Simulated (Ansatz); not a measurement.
in.yaml

```yaml
crystal:
  periodic: [false, false, false]
  atoms:
    - {symbol: Cl, position_ang: [0.000000, 0.000000, -1.495667]}
    - {symbol: H, position_ang: [0.000000, 0.000000, 0.375333]}
    - {symbol: H, position_ang: [0.000000, 0.000000, 1.120333]}
basis:
  gaussian: {orbitals: cc-pVTZ}
magnetization: {spin_polarized: false, initial_magnetization: 1}
correlation: {method: sc_nevpt2, electrons: outside_noble_gas, active_space: {window: {electrons: 3, orbitals: 3}}}
```

```sh
$ ansatz run in.yaml --threads 1 --pin off --events-out ev --progress --plain --max-ram 2393MiB
```

Output:

```
345 factors; integrals over basis functions are off by at most 1.0e-3 eV
mean field evaluation 1: about -12532.6168 eV, gradient 7.9e0 eV
mean field evaluation 2: about -12532.6177 eV, gradient 7.9e0 eV
mean field evaluation 4: about -12533.4148 eV, gradient 1.4e0 eV
mean field evaluation 8: about -12533.4499 eV, gradient 2.5e-4 eV
mean field evaluation 16: about -12533.0505 eV, gradient 1.4e-1 eV
mean field evaluation 32: about -12533.4499 eV, gradient 1.0e-1 eV
mean field -12533.44993647 eV, -460.5957896876 hartree, gradient 2.4e-6 eV, S^2 0.750000; 7 other end points of the search recorded, 0 dependent functions left out
reference -12533.44993647 eV, -460.5957896876 hartree; 10, 9 occupied and 52, 53 virtual orbitals, 345 factors
state -12533.97218834 eV, -460.6149820899 hartree
state -12533.97218834 eV, -460.6149820899 hartree; corrected -12539.06468228 eV, -460.8021277903 hartree
Total energy: -12539.06468228 eV, -460.8021277903 hartree
```

For the same geometry and basis UCCSDT(Q) lies 965.2 meV lower.

Ran on 1 thread of Intel Xeon 6975P-C, shared host: 1.3 s wall, 0.1 GiB peak host memory.
